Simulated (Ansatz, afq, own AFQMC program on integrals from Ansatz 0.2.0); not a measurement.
Integrals from Ansatz 0.2.0, then the random walk in our own AFQMC program (afq).

```yaml
crystal:
  periodic: [false, false, false]
  atoms:
    - {symbol: O, position_ang: [0.000000, -0.065318, 0.000000]}
    - {symbol: H, position_ang: [0.000000, 0.518410, -0.761550]}
    - {symbol: H, position_ang: [0.000000, 0.518410, 0.761550]}
basis:
  gaussian: {orbitals: 6-31G}
total_charge: 1
magnetization: {spin_polarized: true, initial_magnetization: 1}
correlation: {method: ccsd_t, electrons: outside_noble_gas, hamiltonian_folder: ham}
```

```sh
$ ansatz run in.yaml --threads 1 --pin off --events-out ev --progress --plain --max-ram 1843MiB
```

Options of the walk:

```
--method free --trial cisd --walkers 20 --time-step 0.05 --max-blocks 30 --target-error 0.00064 --factor-cut 1e-05 --seed 3619 --times 0,2,5,8,12 --taylor-order 6
```

Times are imaginary, in 1/Eh. The walk had a cap of 90 s.

```
orbitals 12  electrons 4 3  factors 66 of 139
reference energy -75.58122565 Eh
CCSD correlation -0.10170548 Eh in 9 cycles, weight of the determinant in the CISD state 0.9660
repeat  energy at the last time / Eh  error
    10  -75.685186  0.002214
    20  -75.684286  0.001472
    30  -75.683778  0.000749
time / (1/Eh)  energy / Eh  error  mean overlap
  0.00  -75.683070  0.000200  1.0357
  2.00  -75.683993  0.000295  1.0533
  5.00  -75.684136  0.000402  1.0697
  8.00  -75.683666  0.000378  1.0862
 12.00  -75.683778  0.000749  1.0211
energy -75.683778 +/- 0.000749 Eh
```

The run passed its tests (error under three times the target), which doesn't prove that it has relaxed.

Against this walk (error 20.4 meV) on the same determinant: CCSD(T) 4.9 meV higher (within the noise), CCSDT(Q) 2.9 meV lower (within the noise), CCSDTQ 3.1 meV lower (within the noise), full CI 3.2 meV lower (within the noise). The error is statistical, and a free projection of finite length keeps a remainder of its start.

A setting was made bad on purpose (projection too long), so the walk's energy isn't to be trusted.

Cautions: remainder of the start not in the error; error above the target (20.4 against 17.4 meV); so few walkers bias the energy; the time-step error isn't removed.

CCSDT and higher add their correlation energy to the determinant of the CCSD(T) run, since their own runs factorise the integrals more tightly (a shift of under 2 meV). A walk keeps the symmetry of its determinant, which the program's search chose and which needn't be the lowest solution, so a lower state of the same spin and another symmetry isn't excluded.
